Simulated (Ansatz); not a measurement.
Compare A (`C[Si]O`) with its isomer B (`CO[SiH]`).

Program: Ansatz. Geometries: PBE0-D4/def2-TZVP. ΔE: electronic, gas phase. CBS: MP2 limit from def2 TZ/QZ plus the TZ coupled-cluster correction, frozen cores. This one scheme is used for every species. DFT in def2-TZVPP. B3LYP here is the variant with VWN-RPA as its local correlation; programs differ in this. One conformer a species, not always the lowest.

Question: Which isomer does CCSD(T)/CBS put lower? Give the gap. (Estimate.)

Answer: Computed: A, by 23.6 kcal/mol.

Question: Give E(B) − E(A) in kcal/mol with MP2/def2-TZVPP, PBE-D4, CCSD(T)/def2-TZVPP, B2PLYP, B3LYP, PBE0-D4, BLYP-D4. (An estimate is asked.)

Answer: The calculation gave: MP2/def2-TZVPP 24.2, PBE-D4 22.8, CCSD(T)/def2-TZVPP 22.5, B2PLYP 22.2, B3LYP 21.4, PBE0-D4 23.2, BLYP-D4 20.9. None reverses the order clearly.

Question: Does the order hold for the free energy at 298.15 K (harmonic terms from PBE0-D4)? (Estimate.)

Answer: Computed: Yes: G(B) − G(A) = +24.0 kcal/mol, for one conformer each.

Largest T1 diagnostic: 0.015.

In def2-TZVPP, CCSD(T) changes the Hartree–Fock value by +2.9 kcal/mol (the triples alone add +0.2 kcal/mol) and MP2 by +4.6 kcal/mol. Leaving LDA and LC-ωPBE aside and taking each functional with its dispersion term where it has one, the values, not all of them listed here, spread over 2.9 kcal/mol, from BLYP-D4 to r2SCAN0-D4.
